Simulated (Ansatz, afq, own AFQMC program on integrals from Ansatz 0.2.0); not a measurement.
# BH3, singlet: AFQMC among the cluster methods

```xyz
4

B    -0.2042   -0.0025    0.0000
H     3.7915    0.0462   -0.0008
H    -0.8135    1.0237   -0.0028
H    -0.7882   -1.0433    0.0031
```

Basis cc-pVDZ. Noble-gas cores (and the filled d shells of Ga–Kr and In–Xe) are frozen. Ansatz 0.2.0 and our own AFQMC program on the same integrals; the CISD trial comes from CCSD amplitudes, and released means the phaseless constraint is let go. ± is one standard error of the sampling.

Determinant: UHF, the one that the program's search chose, which needn't be the lowest solution. The geometry is a point of a scan.

Full CI on the same integrals is exact in this basis and with this determinant's frozen core.

Cautions: unrestricted determinant spin contaminated (⟨S²⟩ 1.00 against 0.00); the CCSDTQ amplitudes may be one of several solutions (largest double 0.85); the next higher spin lies close (full CI puts it 26 meV above).

The T1 diagnostic is 0.0077 and the weight of the determinant in the CISD state is 0.953. The ⟨S²⟩ of the determinant is 0.999. The size of the correlated space is 6 electrons in 28 orbitals.

Reference: full CI, correlation energy -2.400 eV. The released energy is read at 2.40 1/Eh (meV from the phaseless value at times in 1/Eh: -0.4 ± 0.6 at 0.24, -1.8 ± 0.5 at 0.51, -3.0 ± 0.7 at 0.99, -4.0 ± 0.6 at 1.62, -4.0 ± 0.7 at 2.40). The cautions show a poor starting determinant, so the rows tell how each method copes with it here, and full CI is the sure value.

```tsv
level	E − E(reference) (kcal/mol)	share of correlation (%)
HF	55.35	0.00
MP2	13.71	75.24
CCSD	1.27	97.71
CCSD(T)	0.53	99.04
CCSDT	0.18	99.68
CCSDT(Q)	0.10	99.81
CCSDTQ	0.00	99.99
ph-AFQMC/HF	0.47 ± 0.35	99.14
ph-AFQMC/CISD	0.06 ± 0.02	99.89
released AFQMC	-0.03 ± 0.02	100.06
```

CCSDT and higher add their correlation energy to the determinant of the CCSD(T) run, since their own runs factorise the integrals more tightly (a shift of under 2 meV). A walk keeps the symmetry of its determinant, which the program's search chose and which needn't be the lowest solution, so a lower state of the same spin and another symmetry isn't excluded. Released energies are given only where the last usable release times agree within the noise; a slower fall can still hide under it.
